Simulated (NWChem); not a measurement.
The numbers come from NWChem runs, not from measurements. System: H₄Si, charge 0, spin multiplicity 1, at a geometry optimised with PBE0/def2-SVP. The structure started from a generated list of species. Level: MP2/cc-pVTZ, 5 core orbitals frozen.

Part of the output:

```
             Northwest Computational Chemistry Package (NWChem) 7.3.0
             --------------------------------------------------------

                                NWChem Input Module
                                -------------------

 Scaling coordinates for geometry "geometry" by  1.889725989
 (inverse scale =  0.529177249)

 Turning off AUTOSYM since
 SYMMETRY directive was detected!

                             Geometry "geometry" -> ""
                             -------------------------

 Output coordinates in angstroms (scale by  1.889725989 to convert to a.u.)

  No.       Tag          Charge          X              Y              Z
 ---- ---------------- ---------- -------------- -------------- --------------
    1 Si                  14.0000     0.00000000     0.00000000     0.00000000
    2 H                    1.0000     1.21874600     0.00000000     0.86182400
    3 H                    1.0000    -1.21874600     0.00000000     0.86182400
    4 H                    1.0000     0.00000000    -1.21874500    -0.86182300
    5 H                    1.0000     0.00000000     1.21874500    -0.86182300

 Effective nuclear repulsion energy (a.u.)      21.1554661136

            Nuclear Dipole moment (a.u.)
            ----------------------------
        X                 Y               Z
 ---------------- ---------------- ----------------
     0.0000000000     0.0000000000     0.0000037795

      Symmetry information
      --------------------

 Group name             C2v
 Group number             16
 Group order               4
 No. of unique centers     3

      Symmetry unique atoms

     1    2    4


 Summary of "ao basis" -> "" (spherical)
 ------------------------------------------------------------------------------
       Tag                 Description            Shells   Functions and Types
 ---------------- ------------------------------  ------  ---------------------
 *                          cc-pvtz                   on all atoms

 Summary of "ao basis" -> "ao basis" (spherical)
 ------------------------------------------------------------------------------
       Tag                 Description            Shells   Functions and Types
 ---------------- ------------------------------  ------  ---------------------
 Si                         cc-pvtz                 12       34   5s4p2d1f
 H                          cc-pvtz                  6       14   3s2p1d

                                 NWChem SCF Module
                                 -----------------

  ao basis        = "ao basis"
  functions       =    90
  atoms           =     5
  closed shells   =     9
  open shells     =     0
  charge          =   0.00
  wavefunction    = RHF
  use symmetry    = T
  symmetry adapt  = T

 Summary of "ao basis" -> "ao basis" (spherical)
 ------------------------------------------------------------------------------
       Tag                 Description            Shells   Functions and Types
 ---------------- ------------------------------  ------  ---------------------
 Si                         cc-pvtz                 12       34   5s4p2d1f
 H                          cc-pvtz                  6       14   3s2p1d

      Symmetry analysis of basis
      --------------------------

        a1         35
        a2         11
        b1         22
        b2         22

 Forming initial guess at       0.1s

      Superposition of Atomic Density Guess
      -------------------------------------

 Sum of atomic energies:        -290.84020076

      Non-variational initial energy
      ------------------------------

 Total energy =    -291.029513
 1-e energy   =    -444.198507
 2-e energy   =     132.013528
 HOMO         =      -0.431106
 LUMO         =       0.096771

      Symmetry analysis of molecular orbitals - initial
      -------------------------------------------------

  Numbering of irreducible representations:

     1 a1          2 a2          3 b1          4 b2

  Orbital symmetries:

     1 a1          2 a1          3 a1          4 b2          5 b1
     6 a1          7 a1          8 b2          9 b1         10 b1
    11 b2         12 a1         13 a1         14 a1         15 b2
[...]
 Vector    7  Occ=2.000000D+00  E=-4.847096D-01  Symmetry=a1
              MO Center= -9.4D-12,  1.5D-11,  1.7D-06, r^2= 2.5D+00
   Bfn.  Coefficient  Atom+Function         Bfn.  Coefficient  Atom+Function
  ----- ------------  ---------------      ----- ------------  ---------------
    11      0.348699  1 Si pz                36      0.155522  2 H  s
    50      0.155522  3 H  s                 64     -0.155522  4 H  s
    78     -0.155522  5 H  s

 Vector    8  Occ=2.000000D+00  E=-4.847019D-01  Symmetry=b2
              MO Center= -1.5D-15, -1.7D-11, -6.2D-01, r^2= 2.1D+00
   Bfn.  Coefficient  Atom+Function         Bfn.  Coefficient  Atom+Function
  ----- ------------  ---------------      ----- ------------  ---------------
    10      0.348699  1 Si py                64     -0.219940  4 H  s
    78      0.219940  5 H  s

 Vector    9  Occ=2.000000D+00  E=-4.847016D-01  Symmetry=b1
              MO Center=  9.1D-12,  4.3D-16,  6.2D-01, r^2= 2.1D+00
   Bfn.  Coefficient  Atom+Function         Bfn.  Coefficient  Atom+Function
  ----- ------------  ---------------      ----- ------------  ---------------
     9      0.348699  1 Si px                36      0.219940  2 H  s
    50     -0.219940  3 H  s

 Vector   10  Occ=0.000000D+00  E= 1.529312D-01  Symmetry=b1
              MO Center= -2.4D-13, -1.5D-18, -3.3D-01, r^2= 4.9D+00
   Bfn.  Coefficient  Atom+Function         Bfn.  Coefficient  Atom+Function
  ----- ------------  ---------------      ----- ------------  ---------------
    15      2.011021  1 Si px                37     -1.516148  2 H  s
    51      1.516148  3 H  s                  9      0.185605  1 Si px
    36     -0.170095  2 H  s                 50      0.170095  3 H  s

 Vector   11  Occ=0.000000D+00  E= 1.529313D-01  Symmetry=b2
              MO Center=  2.8D-18,  3.6D-13,  3.3D-01, r^2= 4.9D+00
   Bfn.  Coefficient  Atom+Function         Bfn.  Coefficient  Atom+Function
  ----- ------------  ---------------      ----- ------------  ---------------
    16      2.011024  1 Si py                65      1.516151  4 H  s
    79     -1.516151  5 H  s                 10      0.185605  1 Si py
    64      0.170096  4 H  s                 78     -0.170096  5 H  s

 Vector   12  Occ=0.000000D+00  E= 1.529389D-01  Symmetry=a1
              MO Center=  2.3D-13, -5.0D-13,  8.3D-07, r^2= 5.0D+00
   Bfn.  Coefficient  Atom+Function         Bfn.  Coefficient  Atom+Function
  ----- ------------  ---------------      ----- ------------  ---------------
    17      2.011204  1 Si pz                37     -1.072181  2 H  s
    51     -1.072181  3 H  s                 65      1.072171  4 H  s
    79      1.072171  5 H  s                 11      0.185605  1 Si pz

 center of mass
 --------------
 x =   0.00000000 y =   0.00000000 z =   0.00000012

 moments of inertia (a.u.)
 ------------------
          21.384001073090           0.000000000000           0.000000000000
           0.000000000000          21.384018618189           0.000000000000
           0.000000000000           0.000000000000          21.383010066193

  Mulliken analysis of the total density
  --------------------------------------

    Atom       Charge   Shell Charges
 -----------   ------   -------------------------------------------------------
    1 Si  14    13.79   2.00  1.92  0.83  0.13  0.24  5.49  1.65  0.58  0.60  0.19  0.13  0.03
    2 H    1     1.05   0.24  0.54  0.26  0.00  0.01  0.00
    3 H    1     1.05   0.24  0.54  0.26  0.00  0.01  0.00
    4 H    1     1.05   0.24  0.54  0.26  0.00  0.01  0.00
    5 H    1     1.05   0.24  0.54  0.26  0.00  0.01  0.00

       Multipole analysis of the density wrt the origin
       ------------------------------------------------

     L   x y z        total         open         nuclear
     -   - - -        -----         ----         -------
     0   0 0 0     -0.000000      0.000000     18.000000

     1   1 0 0      0.000000      0.000000      0.000000
     1   0 1 0      0.000000      0.000000      0.000000
     1   0 0 1     -0.000001      0.000000      0.000004

     2   2 0 0    -12.567898      0.000000     10.608502
     2   1 1 0     -0.000000      0.000000      0.000000
     2   1 0 1      0.000000      0.000000      0.000000
     2   0 2 0    -12.567895      0.000000     10.608485
     2   0 1 1     -0.000000      0.000000      0.000000
     2   0 0 2    -12.567926      0.000000     10.609486

                   NWChem MP2 Semi-direct Energy/Gradient Module
                   ---------------------------------------------

  Basis functions       =     90
  Molecular orbitals    =     90
  Frozen core           =      5
  Frozen virtuals       =      0
  Active alpha occupied =      4
  Active beta occupied  =      4
  Active alpha virtual  =     81
  Active beta virtual   =     81
  Use MO symmetry       = T
  Use skeleton AO sym   = T

  AO/Fock/Back tols     =   1.0D-09  1.0D-09  1.0D-09

 GA uses MA = F    GA memory limited = T

 Available:
  local mem=  1.26D+08
 global mem=  1.44D+08
 local disk=  0.00D+00
  mp2_memr nvloc                    81
  nvloc new                    81
   1 passes of   4:        4194304                      32717                   4524982.
   1 passes of   4: M    126152743           G      144163000           F     121958439.

 Semi-direct pass number   1 of   1  for RHF alpha+beta  at        2.1s
  vrange nnbf                  4095
  mp2_eaftype                    17  avail_ma_in_mb                  1099
 EAF : mp2_eaftype filesize          17    2262491.
  mp2_eaf for mointskh                     17
Node 0 wrote     10.6 Mb in      0.0 s     Agg I/O rate:  2494.9 Mb/s
 Done moints_semi at        6.1s
  mp2_eaftype                    17  avail_ma_in_mb                  1082
 EAF : mp2_eaftype filesize          17    2262491.
  mp2_eaf for kh                    17
 Done maket at        6.1s
 Done multipass loop at        6.1s

          -------------------------------------------
          SCF energy                -291.260267930881
          Correlation energy          -0.143173377253
          Singlet pairs               -0.121486448620
          Triplet pairs               -0.021686928634
          Total MP2 energy          -291.403441308135
          -------------------------------------------

          ---------------------------------------------------
                    Spin Component Scaled (SCS) MP2
          Same spin pairs                     -0.014457952422
          Same spin scaling factor             0.333333333333
          Opposite spin pairs                 -0.128715424831
          Opposite spin scaling fact.          1.200000000000
          SCS-MP2 correlation energy          -0.159277827271
          Total SCS-MP2 energy              -291.419545758152
          ---------------------------------------------------

 -----------------------
 Performance information
 -----------------------

 Timer overhead =  1.82D-07 seconds/call

               Nr. of calls         CPU time (s)                 Wall time (s)                GFlops
             ---------------    -------------------     ------------------------------   -------------------
Name         Min   Avg   Max    Min     Avg     Max     Min     Avg     Max   Mx/calls   Min     Max     Sum
mp2: moin     1     1     1    4.0     4.0     4.0      4.0     4.0     4.0     4.0      0.0     0.0     0.0
mp2: make     1     1     1   5.60E-2 5.60E-2 5.60E-2  5.60E-2 5.60E-2 5.60E-2 5.60E-2   0.0     0.0     0.0
mp2: tota     1     1     1    4.1     4.1     4.1      4.1     4.1     4.1     4.1      0.0     0.0     0.0

 The average no. of pstat calls per process was 3.00D+00
 with a timing overhead of 5.45D-07s

 Task  times  cpu:        6.1s     wall:        6.1s

 Total times  cpu:        6.1s     wall:        6.1s
```

Question: Write an NWChem input that would produce this output.

Answer: One answer among several that fit: 
```
start mol
memory heap 200 mb stack 900 mb global 1100 mb
geometry units angstroms nocenter noautoz
  Si     0.000000     0.000000    -0.000000
  H      1.218746     0.000000     0.861824
  H     -1.218746     0.000000     0.861824
  H      0.000000    -1.218745    -0.861823
  H      0.000000     1.218745    -0.861823
  symmetry group C2v
end
basis spherical
  * library cc-pvtz
end
scf
  rhf
  nopen 0
  maxiter 100
  thresh 1e-7
  semidirect memsize 60000000 filesize 0
end
mp2
  freeze core 5
end
task mp2 energy
```
